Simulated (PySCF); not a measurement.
Geometries of 6 isomers of C4H4F2, from PBE0-D3(BJ)/def2-SVP geometry optimisation, gas phase in PySCF 2.14.0. One conformer each, no zero-point energy, no frequencies.

Problem. Which isomer lies lowest at this level?
A.
```xyz
10
angstrom
C     -1.570    0.086   -1.022
C     -0.262    0.197   -0.772
F      0.500    0.964   -1.564
C      0.469   -0.439    0.307
C      1.782   -0.265    0.481
F      2.437   -0.849    1.472
H     -2.021    0.612   -1.864
H     -2.195   -0.535   -0.382
H     -0.086   -1.078    0.997
H      2.417    0.353   -0.158
```
B.
```xyz
10
angstrom
F      2.024   -1.293   -0.204
C      0.924   -0.572   -0.208
C      0.268    0.124   -1.143
C     -0.808    0.543   -0.159
C      0.034   -0.179    0.929
F     -0.594   -1.183    1.607
H      0.446    0.352   -2.194
H     -1.785    0.056   -0.296
H     -0.952    1.626   -0.011
H      0.497    0.501    1.665
```
C.
```xyz
10
angstrom
C      2.222    0.295   -0.648
C      1.194   -0.036   -0.103
C     -0.048   -0.432    0.540
C     -1.283    0.149   -0.123
F     -2.378   -0.317    0.516
F     -1.282    1.492   -0.021
H      3.137    0.590   -1.128
H     -0.062   -0.108    1.594
H     -0.149   -1.529    0.536
H     -1.358   -0.119   -1.192
```
D.
```xyz
10
angstrom
F      1.733   -0.466    1.378
C      1.435    0.181    0.228
F      1.860    1.455    0.338
C     -0.019    0.133   -0.018
C     -1.144    0.735   -0.250
C     -1.200   -0.765   -0.215
H      2.000   -0.305   -0.590
H     -1.703    1.656   -0.392
H     -1.309   -1.328   -1.156
H     -1.638   -1.277    0.655
```
E.
```xyz
10
angstrom
C      1.396   -0.429    0.377
C      0.007   -0.156   -0.028
C     -1.158   -0.582   -0.487
C     -1.043    0.828   -0.196
F     -1.665    1.405    0.858
F     -1.001    1.769   -1.168
H      1.650   -1.493    0.270
H      2.090    0.170   -0.232
H      1.546   -0.129    1.426
H     -1.770   -1.412   -0.837
```
F.
```xyz
10
angstrom
F     -1.851    0.981    0.908
C     -0.991    0.536   -0.038
C      0.448    0.615    0.319
C      0.926   -0.487   -0.522
F      0.840   -0.412   -1.885
C     -0.273   -0.721    0.290
H     -1.360    0.757   -1.047
H      0.926    1.183    1.117
H      1.851   -0.993   -0.225
H     -0.499   -1.456    1.063
```

Solution. A. That is `C=C(F)/C=C/F`, 7.2 kcal/mol below the next.

```json
{"SMILES": "C=C(F)/C=C/F", "atoms numbered as above": "[CH2:1]=[C:2]([F:3])/[CH:4]=[CH:5]/[F:6]", "E (Eh)": "-353.82848", "relative (kcal/mol)": "0.0", "relative (kJ/mol)": "0.0", "dipole (D)": "0.76"}
{"SMILES": "FC1=CC[C@H]1F", "atoms numbered as above": "[F:1][C:2]1=[CH:3][CH2:4][C@H:5]1[F:6]", "E (Eh)": "-353.81703", "relative (kcal/mol)": "7.2", "relative (kJ/mol)": "30.0", "dipole (D)": "2.09"}
{"SMILES": "C#CCC(F)F", "atoms numbered as above": "[CH:1]#[C:2][CH2:3][CH:4]([F:5])[F:6]", "E (Eh)": "-353.80665", "relative (kcal/mol)": "13.7", "relative (kJ/mol)": "57.3", "dipole (D)": "1.66"}
{"SMILES": "CC1=CC1(F)F", "atoms numbered as above": "[CH3:1][C:2]1=[CH:3][C:4]1([F:5])[F:6]", "E (Eh)": "-353.80487", "relative (kcal/mol)": "14.8", "relative (kJ/mol)": "62.0", "dipole (D)": "3.09"}
{"SMILES": "F[C@H]1[C@@H]2[C@H](F)[C@H]12", "atoms numbered as above": "[F:1][C@H:2]1[C@@H:3]2[C@H:4]([F:5])[C@H:6]12", "E (Eh)": "-353.79869", "relative (kcal/mol)": "18.7", "relative (kJ/mol)": "78.2", "dipole (D)": "1.82"}
{"SMILES": "FC(F)C1=CC1", "atoms numbered as above": "[F:1][CH:2]([F:3])[C:4]1=[CH:5][CH2:6]1", "E (Eh)": "-353.78313", "relative (kcal/mol)": "28.5", "relative (kJ/mol)": "119.0", "dipole (D)": "1.83"}
```

As drawn, the highest has a three-membered ring and two fluorines on one carbon, which the lowest lacks.
